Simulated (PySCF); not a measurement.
HF.
InChI=1S/FH/h1H

Computed with PySCF at B3LYP/def2-SVPD, non-relativistic, on one gas-phase PBE0-D3(BJ)/def2-SVP geometry that isn't relaxed in the solvent. The solvent is an IEF-PCM continuum (Bondi radii, 1.10 Å for H, scaled by 1.2), and excitations are vertical TDDFT with non-equilibrium linear response and a frozen core. The model holds no explicit solvent molecules, cavitation or dispersion.

Gas-phase singlets (H = HOMO, L = LUMO):

```
state  E (eV)  λ (nm)      f  leading configuration
   S1   9.990     124  0.031                H→L 66%
   S2   9.990     124  0.031              H-1→L 66%
   S3  13.879      89  0.137              H-2→L 82%
   S4  13.993      89  0.000              H→L+3 49%
   S5  14.009      89  0.000            H-1→L+3 50%
```

Task: How does the list change in chloroform (ε = 4.711)?

Result: 
| state | E (eV) | λ (nm) | f | leading configuration | change by rank (eV) |
| --- | --- | --- | --- | --- | --- |
| S1 | 10.539 | 118 | 0.044 | H-1→L 54% | +0.549 |
| S2 | 10.539 | 118 | 0.044 | H→L 54% | +0.549 |
| S3 | 13.722 | 90 | 0.023 | H→L+1 90% | -0.157 |
| S4 | 13.722 | 90 | 0.023 | H-1→L+1 90% | -0.271 |
| S5 | 13.892 | 89 | 0.000 | H-1→L+2 27% | -0.117 |

Task: Give the list for dichloromethane (ε = 8.93), n² = 2.03.

Result: 
```tsv
state	E (eV)	λ (nm)	f	leading configuration	change by rank (eV)
S1	10.642	117	0.046	H-1→L 63%	+0.652
S2	10.642	117	0.046	H→L 63%	+0.652
S3	13.660	91	0.022	H→L+1 87%	-0.219
S4	13.660	91	0.022	H-1→L+1 87%	-0.333
S5	13.869	89	0.000	H-1→L+2 28%	-0.140
```

Task: How do the frontier levels move from gas to dichloromethane?

Result: 
```json
{"orbital": "LUMO+2", "gas (eV)": "4.02", "solvent (eV)": "3.91", "change (eV)": "-0.11"}
{"orbital": "LUMO+1", "gas (eV)": "3.96", "solvent (eV)": "3.59", "change (eV)": "-0.37"}
{"orbital": "LUMO", "gas (eV)": "0.01", "solvent (eV)": "0.70", "change (eV)": "+0.69"}
{"orbital": "HOMO", "gas (eV)": "-11.61", "solvent (eV)": "-11.58", "change (eV)": "+0.03"}
{"orbital": "HOMO-1", "gas (eV)": "-11.61", "solvent (eV)": "-11.58", "change (eV)": "+0.03"}
{"orbital": "HOMO-2", "gas (eV)": "-15.26", "solvent (eV)": "-15.18", "change (eV)": "+0.08"}
{"orbital": "HOMO-3", "gas (eV)": "-32.46", "solvent (eV)": "-32.36", "change (eV)": "+0.10"}
```

The HOMO–LUMO gap goes from 11.62 to 12.28 eV.
